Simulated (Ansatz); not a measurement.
The input, for Ansatz 0.2.0:

```yaml
crystal:
  periodic: [false, false, false]
  atoms:
    - {symbol: B, position_ang: [0.000000, 0.000000, -0.524525]}
    - {symbol: N, position_ang: [0.000000, 0.000000, -1.923525]}
    - {symbol: N, position_ang: [0.000000, 0.000000, 0.727375]}
    - {symbol: H, position_ang: [0.000000, 0.000000, 1.720675]}
basis:
  gaussian: {orbitals: 6-31G, point_charges: [{charge: -0.50, position_ang: [3.734, 0.743, -0.129]}]}
total_charge: 1
magnetization: {spin_polarized: true, initial_magnetization: 3}
correlation: {method: ccsd_t, electrons: valence}
scf: {omitted_lower_state_checks: [cluster_reference]}
```

```sh
$ ansatz run in.yaml --threads 1 --pin off --events-out ev --progress --plain --max-ram 2393MiB
```

The program prints:

```
these checks for a lower state are left out or cut short: cluster_reference
422 factors; integrals over basis functions are off by at most 1.6e-4 eV
mean field evaluation 1: about -3631.8283 eV, gradient 3.6e1 eV
mean field evaluation 2: about -3631.9542 eV, gradient 3.6e1 eV
mean field evaluation 4: about -3638.8035 eV, gradient 5.3e0 eV
mean field evaluation 8: about -3639.4606 eV, gradient 5.7e-1 eV
mean field evaluation 16: about -3639.4981 eV, gradient 4.7e-6 eV
mean field evaluation 32: about -3639.4862 eV, gradient 3.2e-1 eV
mean field evaluation 64: about -3640.0135 eV, gradient 2.9e-4 eV
mean field evaluation 96: about -3633.7741 eV, gradient 2.2e1 eV
mean field evaluation 128: about -3640.0390 eV, gradient 5.8e-1 eV
mean field -3640.07814117 eV, -133.7704043543 hartree, gradient 7.6e-6 eV, S^2 3.793543; 18 other end points of the search recorded, 0 dependent functions left out
3 core orbitals not correlated: weight in the atoms' cores, before any rotation towards them, 1.000 or more for the frozen orbitals, at most 0.000 for the correlated occupied ones
reference -3640.07814117 eV, -133.7704043543 hartree; 8, 5 occupied and 18, 21 virtual orbitals, 422 factors
second order -4.46371943 eV of doubles, -0.00000000 eV of singles
cycle   1  -4.88626366 eV  change   -4.2e-1 eV  update   7.2e-2
...
cycle  18  -5.22085138 eV  change    7.5e-5 eV  update   3.1e-4
cycle  19  -5.22069704 eV  change    1.5e-4 eV  update   4.4e-4
cycle  20  -5.22050658 eV  change    1.9e-4 eV  update   3.8e-4
cycle  21  -5.22018966 eV  change    3.2e-4 eV  update   3.2e-4
cycle  22  -5.22006879 eV  change    1.2e-4 eV  update   1.7e-4
cycle  23  -5.22005479 eV  change    1.4e-5 eV  update   9.1e-5
cycle  24  -5.22003962 eV  change    1.5e-5 eV  update   3.2e-5
cycle  25  -5.22010272 eV  change   -6.3e-5 eV  update   3.9e-5
cycle  26  -5.22008275 eV  change    2.0e-5 eV  update   3.5e-5
cycle  27  -5.22006907 eV  change    1.4e-5 eV  update   1.5e-5
perturbative correction -0.14313089 eV, -0.0052599633 hartree
Total energy: -3645.44134113 eV, -133.9674983177 hartree
Checks for a lower state left out: cluster_reference
```

The T1 diagnostic is 0.070.

Ran on 1 thread of Arm Neoverse V2, shared host: 0.96 s wall, 0.16 GiB peak host memory.
